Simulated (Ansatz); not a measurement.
Compare A (`C=C(C=O)CC`) with its isomer B (`O=C1CCCC1`).

Program: Ansatz. Geometries: PBE0-D4/def2-TZVP. ΔE: electronic, gas phase. CBS: MP2 limit from def2 TZ/QZ plus the TZ coupled-cluster correction, frozen cores. DFT in def2-TZVPP. B3LYP here is the variant with VWN-RPA as its local correlation; programs differ in this. Each species was taken in one conformer, which may not be the lowest.

A:

```xyz
14

C    -0.388   -1.001   -1.553
C     0.127   -0.602   -0.390
C     0.235   -1.617    0.677
O     0.716   -1.416    1.762
C     0.598    0.785   -0.092
C    -0.373    1.548    0.805
H    -0.490   -0.331   -2.400
H    -0.723   -2.025   -1.689
H    -0.162   -2.618    0.402
H     1.568    0.721    0.409
H     0.746    1.325   -1.030
H    -1.350    1.649    0.327
H    -0.509    1.032    1.757
H     0.006    2.550    1.016
```

B:

```xyz
14

O     0.392    1.054   -2.288
C     0.207    0.558   -1.211
C     0.664    1.127    0.122
C    -0.066    0.299    1.172
C    -0.221   -1.076    0.512
C    -0.524   -0.748   -0.945
H     1.748    0.969    0.178
H     0.496    2.204    0.164
H     0.459    0.252    2.128
H    -1.054    0.729    1.364
H     0.723   -1.626    0.581
H    -0.989   -1.688    0.986
H    -1.593   -0.546   -1.090
H    -0.240   -1.509   -1.673
```

Q: Which is lower in electronic energy at CCSD(T)/CBS, and by how much? (An estimate is asked.)

A: Computed: B, by 74.0 kJ/mol.

Q: Give E(B) − E(A) in kJ/mol with B3LYP-D4, CCSD(T)/def2-TZVPP, ωB97M-V, B3LYP, CCSD/def2-TZVPP, BLYP-D4, CCSD(T)/def2-SVP. (Best estimate.)

A: The calculation gave: B3LYP-D4 -61.9, CCSD(T)/def2-TZVPP -73.5, ωB97M-V -81.9, B3LYP -60.3, CCSD/def2-TZVPP -77.1, BLYP-D4 -48.4, CCSD(T)/def2-SVP -71.6. None reverses the order clearly.

Q: Does the order hold for the free energy at 298.15 K (harmonic terms from PBE0-D4)? (Estimate.)

A: Ansatz gave: Yes: G(B) − G(A) = -60.3 kJ/mol, for one conformer each.

Largest T1 diagnostic: 0.013.

From PBE to PBE0 (25 % exact exchange), in def2-TZVPP and without D4, E(B) − E(A) moves by −14.0 kJ/mol. In def2-TZVPP, CCSD(T) changes the Hartree–Fock value by −5.8 kJ/mol (the triples alone add +3.6 kJ/mol) and MP2 by −11.6 kJ/mol.
